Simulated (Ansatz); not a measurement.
Consider InSb in the zinc blende structure (space group F-43m, No. 216; a = 6.635 Å).

Calculations: PBE in Ansatz (plane waves to 420 eV, PAW, no spin-orbit coupling).

Perturbation: P takes the place of Sb on all its sites; the structure is relaxed again.

Measured lattice parameter a: InSb 6.468 Å (static lattice; corrected from measurement; as listed in Daniel Mejia-Rodriguez, S. B. Trickey, Phys. Rev. B (2018)); InP 5.858 Å (static lattice; corrected from measurement; as listed in Daniel Mejia-Rodriguez, S. B. Trickey, Phys. Rev. B (2018)).

How well does PBE reproduce the measured shift?

With PBE the lattice parameter a moves by -0.675 Å (6.635 → 5.960) against -0.610 Å measured.

Whether these cells are dynamically stable was not tested. All final runs are without spin polarisation.

Ansatz is a quantum-chemistry and plane-wave program.
